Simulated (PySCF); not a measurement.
**One shape, several levels: CH7BN− (SMILES C[BH2-]N)**

Wanted: a comparison of 5 runs (CAM-B3LYP/6-31G, B3LYP/6-31G*, PBE/def2-SVP, PBE0/def2-SVP, B3LYP/def2-TZVP) of CH7BN−. 

Program for the calculation: PySCF 2.14.0.

### Step 1. The molecule

CH7BN−: 10 atoms, total charge -1, spin state singlet. SMILES: `C[BH2-]N`. Geometry: relaxed at GFN2-xTB. This is one conformer, not always the lowest.

Bond lengths: C1–B2 1.645 Å, B2–N3 1.568 Å, C1–H4 1.095 Å, C1–H5 1.093 Å, C1–H6 1.095 Å, B2–H7 1.227 Å, B2–H8 1.253 Å, N3–H9 1.019 Å, N3–H10 1.019 Å. Some angles: C1–B2–N3 109.0°, C1–B2–H7 110.9°, C1–B2–H8 109.3°, N3–B2–H7 108.1°, N3–B2–H8 111.1°, B2–C1–H4 111.8°, B2–C1–H5 111.9°, B2–C1–H6 112.3°, B2–N3–H9 108.7°, B2–N3–H10 108.5°.

### Step 2. Energy and gradient at CAM-B3LYP/6-31G (run 1)

Contents of calc.py:

```python
# C[BH2-]N
import pyscf.grad
from pyscf import gto, dft

molecule = gto.Mole()
molecule.atom = [
    ('C', (-0.983210, 0.401740, -0.623940)),
    ('B', (0.229940, -0.561220, -0.068910)),
    ('N', (1.271260, 0.323300, 0.699520)),
    ('H', (-1.726550, -0.168160, -1.191560)),
    ('H', (-0.610350, 1.188480, -1.284240)),
    ('H', (-1.521920, 0.900230, 0.188880)),
    ('H', (0.810380, -1.112940, -0.999070)),
    ('H', (-0.251310, -1.445020, 0.678370)),
    ('H', (1.978550, -0.285020, 1.108340)),
    ('H', (0.803220, 0.758620, 1.492600)),
]
molecule.verbose = 3
molecule.max_memory = 1860
molecule.spin = 0
molecule.charge = -1
molecule.basis = '6-31g'
molecule.build()

mf = dft.RKS(molecule, xc='cam-b3lyp')
mf.grids.level = 5
mf.conv_tol = 1e-10
mf.kernel()
if not mf.converged:
    mf = mf.newton().run(mf.mo_coeff, mf.mo_occ)

etot = mf.e_tot
print(f'total energy: {etot:.8f} hartree')
grad = mf.Gradients().kernel()
dip = mf.dip_moment()
pop, q = mf.mulliken_pop()
```

On the command line:

```sh
$ OMP_NUM_THREADS=1 python calc.py
```

What it wrote:

```text
converged SCF energy = -121.820526468557
total energy: -121.82052647 hartree
--------------- RKS gradients ---------------
         x                y                z
0 C    -0.0041316208     0.0071830229    -0.0000533484
1 B     0.0041247424    -0.0071339023     0.0004747514
2 N     0.0004323231     0.0020115420     0.0001709116
3 H     0.0039022523     0.0031975604     0.0021798799
4 H    -0.0038086995    -0.0042358689     0.0032927705
5 H     0.0030220075    -0.0028293827    -0.0056508114
6 H    -0.0011895653     0.0035884360     0.0046371615
7 H     0.0026090281     0.0031015475     0.0003351615
8 H    -0.0073628899     0.0014855282    -0.0006480725
9 H     0.0024016102    -0.0063684397    -0.0047388374
----------------------------------------------

WARN: System has nonzero charge -1; the dipole moment is origin-dependent.
Location of origin: [0. 0. 0.]

Dipole moment(X, Y, Z, Debye): -1.38122,  1.28741,  1.26577
 ** Mulliken pop  **
pop of  0 C 1s            1.99686
pop of  0 C 2s            0.66234
pop of  0 C 3s            0.66337
pop of  0 C 2px           0.72435
pop of  0 C 2py           0.70148
pop of  0 C 2pz           0.67734
pop of  0 C 3px           0.39978
pop of  0 C 3py           0.35839
pop of  0 C 3pz           0.31398
pop of  1 B 1s            1.99578
pop of  1 B 2s            0.49823
pop of  1 B 3s            0.23848
pop of  1 B 2px           0.49732
pop of  1 B 2py           0.50326
pop of  1 B 2pz           0.51354
pop of  1 B 3px           0.10077
pop of  1 B 3py           0.12710
pop of  1 B 3pz           0.15046
pop of  2 N 1s            1.99705
pop of  2 N 2s            0.77319
pop of  2 N 3s            0.92508
pop of  2 N 2px           0.80229
pop of  2 N 2py           0.85818
pop of  2 N 2pz           0.81364
pop of  2 N 3px           0.48415
pop of  2 N 3py           0.60546
pop of  2 N 3pz           0.52468
pop of  3 H 1s            0.53627
pop of  3 H 2s            0.43328
pop of  4 H 1s            0.53508
pop of  4 H 2s            0.41668
pop of  5 H 1s            0.53744
pop of  5 H 2s            0.43803
pop of  6 H 1s            0.52492
pop of  6 H 2s            0.73500
pop of  7 H 1s            0.51865
pop of  7 H 2s            0.77265
pop of  8 H 1s            0.54093
pop of  8 H 2s            0.27964
pop of  9 H 1s            0.54109
pop of  9 H 2s            0.28377
 ** Mulliken atomic charges  **
charge of    0C =     -0.49788
charge of    1B =      0.37505
charge of    2N =     -0.78372
charge of    3H =      0.03045
charge of    4H =      0.04824
charge of    5H =      0.02453
charge of    6H =     -0.25993
charge of    7H =     -0.29130
charge of    8H =      0.17943
charge of    9H =      0.17514
```

Run time: 23 s. Hardware: 1 thread of Intel Xeon at 2.70GHz, shared host; peak memory 0.45 GiB.

### Step 3. Energy and forces at B3LYP/6-31G(d) (spherical functions) (run 2)

Contents of calc.py:

```python
import pyscf.grad
from pyscf import gto, dft

mol = gto.Mole()
mol.atom = '''
C     -0.983210     0.401740    -0.623940
B      0.229940    -0.561220    -0.068910
N      1.271260     0.323300     0.699520
H     -1.726550    -0.168160    -1.191560
H     -0.610350     1.188480    -1.284240
H     -1.521920     0.900230     0.188880
H      0.810380    -1.112940    -0.999070
H     -0.251310    -1.445020     0.678370
H      1.978550    -0.285020     1.108340
H      0.803220     0.758620     1.492600
'''
mol.basis = '6-31g*'
mol.charge = -1
mol.verbose = 4
mol.max_memory = 1860
mol.build()

mf = dft.RKS(mol)
mf.xc = 'b3lyp'
mf.grids.level = 5
mf.conv_tol = 1e-10
mf.kernel()
if not mf.converged:
    mf = mf.newton().run(mf.mo_coeff, mf.mo_occ)

e_final = mf.e_tot
print(f'total energy: {e_final:.8f} hartree')
grad = mf.Gradients().kernel()
mf.analyze()
```

On the command line:

```sh
$ OMP_NUM_THREADS=1 python calc.py
```

What it wrote:

```text
PySCF version 2.14.0

[... 98 lines left out ...]
DFT Exchange-Correlation Energy =      -19.325866385528407
[... 9 lines left out ...]
MO #8   energy= -0.17669229569351  occ= 2
[... 7 lines left out ...]
MO #16  energy= 0.35364574292279   occ= 0
[... 7 lines left out ...]
MO #24  energy= 0.707035433736385  occ= 0
[... 7 lines left out ...]
MO #32  energy= 1.0988668821184    occ= 0
[... 7 lines left out ...]
MO #40  energy= 1.5066214583532    occ= 0
[... 7 lines left out ...]
MO #48  energy= 2.12977264092815   occ= 0
[... 7 lines left out ...]
MO #56  energy= 2.78541590013341   occ= 0
[... 70 lines left out ...]
WARN: System has nonzero charge -1; the dipole moment is origin-dependent.
Location of origin: [0. 0. 0.]

Dipole moment(X, Y, Z, Debye): -1.21194,  1.42755,  1.09968
```

Run time: 19 s. Hardware: 1 thread of Intel Xeon at 2.70GHz, shared host; peak memory 0.57 GiB.

Runs 3 to 4 aren't shown in full; the table further down has their settings and results.

### Step 4. Energy and forces at B3LYP/def2-TZVP (run 5)

Contents of input.py:

```python
from pyscf import gto, dft

mol = gto.M(
    atom='''
C   -0.983210   0.401740  -0.623940
B    0.229940  -0.561220  -0.068910
N    1.271260   0.323300   0.699520
H   -1.726550  -0.168160  -1.191560
H   -0.610350   1.188480  -1.284240
H   -1.521920   0.900230   0.188880
H    0.810380  -1.112940  -0.999070
H   -0.251310  -1.445020   0.678370
H    1.978550  -0.285020   1.108340
H    0.803220   0.758620   1.492600
''',
    basis='def2-tzvp',
    verbose=4,
    max_memory=1860,
    charge=-1,
)

ks = dft.RKS(mol, xc='b3lyp')
ks.grids.level = 5
ks.conv_tol = 1e-10
ks.kernel()
if not ks.converged:
    ks = ks.newton().run(ks.mo_coeff, ks.mo_occ)

energy = ks.e_tot
print('E = %.10f Eh' % energy)
grad = ks.nuc_grad_method().kernel()
ks.analyze()
```

On the command line:

```sh
$ OMP_NUM_THREADS=1 python input.py
```

What it wrote:

```text
PySCF version 2.14.0

[... 97 lines left out ...]
Two-electron Coulomb Energy =          136.627376481913444
[... 18 lines left out ...]
MO #16  energy= 0.245744613652844  occ= 0
[... 16 lines left out ...]
MO #33  energy= 0.620198634434058  occ= 0
[... 16 lines left out ...]
MO #50  energy= 1.1246876901347    occ= 0
[... 16 lines left out ...]
MO #67  energy= 1.87727375662857   occ= 0
[... 16 lines left out ...]
MO #84  energy= 2.43299368462819   occ= 0
[... 16 lines left out ...]
MO #101 energy= 3.13030394982609   occ= 0
[... 16 lines left out ...]
MO #118 energy= 4.4593749752646    occ= 0
[... 16 lines left out ...]
MO #135 energy= 31.9613317328438   occ= 0
[... 149 lines left out ...]
WARN: System has nonzero charge -1; the dipole moment is origin-dependent.
Location of origin: [0. 0. 0.]

Dipole moment(X, Y, Z, Debye): -1.20311,  1.26505,  1.09568
```

Run time: 77 s. Hardware: 1 thread of Intel Xeon at 2.70GHz, shared host; peak memory 1.5 GiB.

### Step 5. The series

| run | level | energy (Eh) | HOMO energy (eV) | LUMO energy (eV) | HOMO–LUMO gap (eV) | wall time |
| --- | --- | --- | --- | --- | --- | --- |
| 1 | CAM-B3LYP/6-31G | -121.820526 | -0.99 | 9.16 | 10.15 | 23 s |
| 2 | B3LYP/6-31G* (spherical functions) | -121.934758 | 0.56 | 7.92 | 7.36 | 19 s |
| 3 | PBE/def2-SVP | -121.666458 | 1.52 | 6.23 | 4.71 | 27 s |
| 4 | PBE0/def2-SVP | -121.695092 | 0.05 | 7.10 | 7.05 | 33 s |
| 5 | B3LYP/def2-TZVP | -122.013288 | -0.25 | 5.50 | 5.75 | 77 s |

### Step 6. Outcome

| quantity | value |
| --- | --- |
| run 5: total energy | -122.01329 Eh |
| run 5: HOMO energy | -0.25 eV |
| run 5: LUMO energy | 5.50 eV |
| run 5: HOMO–LUMO gap (to an unbound level, set by the basis) | 5.75 eV |
| run 5: largest force on an atom | 0.333 eV/Å |

**Reading.** The HOMO–LUMO gap runs from 4.71 eV (PBE/def2-SVP) to 10.15 eV (CAM-B3LYP/6-31G). The two ends differ in method and basis. The empty levels of an anion lie above zero and hang on the basis. Totals of different functionals can't be ranked against each other. In runs 2, 3, 4 the HOMO lies above zero, so the outermost electron may be held by the basis alone. All runs together took 3 min, the longest 77 s.
